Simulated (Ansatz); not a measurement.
A made-up structure of CH₅AlB, doublet:

```xyz
8
angstrom
B -0.6650 0.7852 -0.6437
C -0.3697 0.2995 0.5629
Al 0.8682 -0.8333 0.3386
H -1.7605 0.4779 -0.9634
H 0.1739 1.4264 -1.3730
H -0.9574 0.4186 1.5780
H 1.8754 -0.9294 -1.0386
H 0.8351 -1.6449 1.5391
```

It is relaxed with PBE-D4/def2-SVP and then PBE0-D4/def2-TZVP (Ansatz 0.2.0). Atoms count as bonded within 1.22 times the sum of their covalent radii (H–H: 0.88 Å). The end point is not checked to be a true minimum.

Question: Does its bonding change? (Judge from chemistry; the calculation decides.)

Answer: By the calculation: Yes. Formed: none; broken: B1–Al3.

Where it ends: The first stage lowers the energy by 1.95 eV in 11 steps. It ends as CH₅AlB ([BH2][CH][AlH2]):
B1  (-0.844, 0.970, -0.762)
C2  (-0.377, 0.314, 0.495)
Al3  (1.037, -1.020, 0.483)
H4  (-1.976, 0.810, -1.141)
H5  (-0.107, 1.607, -1.466)
H6  (-0.923, 0.426, 1.433)
H7  (1.990, -1.130, -0.778)
H8  (1.199, -1.978, 1.736)
(Å)

Labels in which every atom is bracketed show which atoms are joined, not bond orders.

For scale, one of the runs: PBE0-D4/def2-TZVP relaxation, 129 basis functions, launched by `ansatz run in.yaml --threads 2 --pin off --events-out ev --progress --plain --max-ram 4352MiB`. The run took about 28 s on 2 CPU threads of an Arm Neoverse V2 (shared host).
